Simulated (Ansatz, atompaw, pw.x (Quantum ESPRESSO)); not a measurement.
pw.x on fcc O: one setting changed

Potential: PAW, atompaw 4.2.0.5, LDA (PW92); core [He], reference 2s1.5 2p4.5; waves: 2s (bound): rc 2.16 bohr; 2s channel at -1.2 Ry: rc 2.16 bohr; 2p (bound): rc 2.16 bohr; 2p channel at -0.4 Ry: rc 2.16 bohr; 3d channel at 0.35 Ry: rc 2.16 bohr; 3d channel at 2.15 Ry: rc 2.10 bohr; local part: bessel scheme, radius 1.58 bohr; core correction: smooth core density matched at 1.88 bohr; augmentation: gaussian compensation charge, radius 1.64 bohr; PAW radius 2.16 bohr; waves and projectors: custom polynom vanderbiltortho.

The reference run (k-mesh 18³, cutoffs 40/400 Ry, Fermi–Dirac 0.01 Ry, mixing_beta 0.4, conv_thr 1e-9, no spin) gives 1.00 GPa at 7.213 Å³/atom, where all-electron LAPW gives 0.50 GPa. This run, with its own iteration cap, changes smearing to mp.

```
&control
  calculation='scf', prefix='x', pseudo_dir='./', outdir='./tmp', tstress=.true., disk_io='none'
/
&system
  ibrav=0, nat=1, ntyp=1, ecutwfc=40, ecutrho=400, nbnd=10,
  occupations='smearing', smearing='mp', degauss=0.01
/
&electrons
  conv_thr=1e-09, mixing_beta=0.4, electron_maxstep=50
/
ATOMIC_SPECIES
O 1.0 O.UPF
CELL_PARAMETERS angstrom
  0.00000000 1.53354072 1.53354072
  1.53354072 0.00000000 1.53354072
  1.53354072 1.53354072 0.00000000
ATOMIC_POSITIONS crystal
O 0.0000 0.0000 0.0000
K_POINTS automatic
18 18 18 0 0 0
```

```bash
pw.x < O.scf.in > O.scf.out
```

Problem. How does the run end?

Solution. It converges in 7 iterations; the free energy moves by +31.3 meV/atom and the pressure by -0.82 GPa. This scheme is built to cancel the term in the square of the width that Fermi–Dirac smearing leaves in the F of a metal.

```
Message from routine setup:
     using ibrav=0 with symmetry is DISCOURAGED, use correct ibrav instead
     lattice parameter (alat)  =       4.0984  a.u.
     unit-cell volume          =      48.6757 (a.u.)^3
     number of electrons       =         6.00
     number of Kohn-Sham states=           10
     kinetic-energy cutoff     =      40.0000  Ry
     charge density cutoff     =     400.0000  Ry
     scf convergence threshold =      1.0E-09
     Exchange-correlation= SLA PW NOGX NOGC
     number of k points=   195  Methfessel-Paxton smearing, width (Ry)=  0.0100
     iteration #  1     ecut=    40.00 Ry     beta= 0.40
     total energy              =     -40.37426284 Ry
     estimated scf accuracy    <       0.02145926 Ry
     iteration #  2     ecut=    40.00 Ry     beta= 0.40
     total energy              =     -40.38872106 Ry
     estimated scf accuracy    <       0.00036429 Ry
     iteration #  3     ecut=    40.00 Ry     beta= 0.40
     total energy              =     -40.39524860 Ry
     estimated scf accuracy    <       0.00085865 Ry
     iteration #  4     ecut=    40.00 Ry     beta= 0.40
     total energy              =     -40.39538170 Ry
     estimated scf accuracy    <       0.00000032 Ry
     iteration #  5     ecut=    40.00 Ry     beta= 0.40
     total energy              =     -40.39538251 Ry
     estimated scf accuracy    <       0.00000001 Ry
     iteration #  6     ecut=    40.00 Ry     beta= 0.40
     total energy              =     -40.39538253 Ry
     estimated scf accuracy    <       0.00000002 Ry
     iteration #  7     ecut=    40.00 Ry     beta= 0.40
     the Fermi energy is     5.4163 ev
!    total energy              =     -40.39538253 Ry
     estimated scf accuracy    <          3.3E-12 Ry
     smearing contrib. (-TS)   =       0.00000252 Ry
     The total energy is F=E-TS. E is the sum of the following terms:
     one-electron contribution =      -0.42905674 Ry
     hartree contribution      =       6.61661343 Ry
     xc contribution           =      -7.07563307 Ry
     ewald contribution        =     -28.47767971 Ry
     one-center paw contrib.   =     -11.02962896 Ry
     convergence has been achieved in   7 iterations
          total   stress  (Ry/bohr**3)                   (kbar)     P=        1.86
     Message from routine punch:
     Nothing written, as per user request (disk_io='none')
```

The run took about 5.4 s on one core of a shared host (Intel(R) Xeon(R) 6975P-C, 192 threads, 1512 GiB, load 80).
